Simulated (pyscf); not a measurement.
PySCF, gas phase, ωB97X-D3(BJ)/def2-SVP geometries.

Task: For the elementary gas-phase step H₃C–CH₂–ZnH + H₂Se → H₃C–CH₂–Zn–SeH + H₂ (singlet surface; H–Zn, H–Se broken, Se–Zn, H–H formed), what barrier and reaction energy does HF/def2-TZVP give, measured from the separated reactants?

Result: ΔE‡ = 26.3 kcal/mol, ΔE = -22.4 kcal/mol. ωB97M-D3(BJ)/def2-TZVP gives 13.9 kcal/mol and -22.3 kcal/mol. Zero-point energy shifts the barrier by -0.1 kcal/mol. It is a four-centre exchange, with an imaginary mode of 1154i cm⁻¹. On the reactant side the descent ends in an adduct with a Se–Zn contact, 7.2 kcal/mol under the separated species and 17.3 kcal/mol under the saddle at ωB97X-D3(BJ)/def2-TZVP. What is counted as formed (Se–Zn) is already present as a longer contact in the reactant adduct; forming that adduct is a step of its own. At ωB97X-D3(BJ)/def2-TZVP the barrier from the zero used here is 10.1 kcal/mol. This is the saddle that the search found; another between the same sides may lie lower. Elements up to Kr have no core potential and no relativistic terms here.
